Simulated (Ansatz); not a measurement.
Consider the formal hydrolysis of a C–C bond: `N=C=CCF` + H₂O → `N=C=CO` + `CF`.

Program: Ansatz. Geometries: PBE0-D4/def2-TZVP. ΔE: electronic, gas phase. CCSD(T)/CBS is the MP2 limit (def2-TZVPP, def2-QZVPP) plus CCSD(T) − MP2 in def2-TZVPP, frozen cores. This one scheme is used for every species. DFT in def2-TZVPP. HSE06 is defined as in plane-wave codes. Each species was taken in one conformer, which may not be the lowest.

```tsv
level	ΔE (eV)
PBE-D4	0.73
r2SCAN-D4	0.78
r2SCANh-D4	0.80
ωB97M-V	0.80
HSE06	0.76
CAM-B3LYP	0.73
MP2/def2-TZVPP	0.89
MP2/def2-QZVPP	0.91
```

Task: What does CCSD(T)/CBS give? (Best estimate.)

Result: The calculation gave: +0.84 eV. The listed levels differ from it by -0.11, -0.06, -0.04, -0.04, -0.08, -0.11, 0.05, 0.07 eV.

Largest T1 diagnostic among the species: 0.014.

From BLYP to BHLYP (50 % exact exchange), in def2-TZVPP and without D4, ΔE moves by +0.11 eV. At CCSD(T), def2-SVP lies −0.14 eV from the extrapolated value and def2-TZVPP −0.04 eV. The D4 term adds +0.04 eV with B3LYP and +0.02 eV with PBE0; it sums over pairs of atoms, weighted by their polarisabilities, and B3LYP, whose exchange is more repulsive, gets the larger term.

B3LYP here is the variant with VWN-RPA as its local correlation; programs differ in this.
